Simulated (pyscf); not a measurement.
Single points on ωB97X-D3(BJ)/def2-SVP structures (PySCF, gas phase).

Q: How much does it cost (ΔH, 298 K, ωB97M-D3(BJ)/def2-TZVP) to split H₂N–Ti(NH₂)(NH₂)–OH at its O–Ti bond into [H₂N–Ti(NH₂)–NH₂]• + OH•?

A: O–Ti to [H₂N–Ti(NH₂)–NH₂]• + OH•: 106.0 kcal/mol. The 7 functionals that were run give +104.1 (M06-2X) to +115.1 kcal/mol (PBE). The radicals are drawn with the spin at the cut bond; how far it spreads was not checked. Other isomers of [H₂N–Ti(NH₂)–NH₂]• were not searched in full and may lie lower. Left out: the spin-orbit lowering of OH. Open-shell species with a d-block atom are single-reference here; other states, and whether the spin sits on metal or ligand, were not checked.
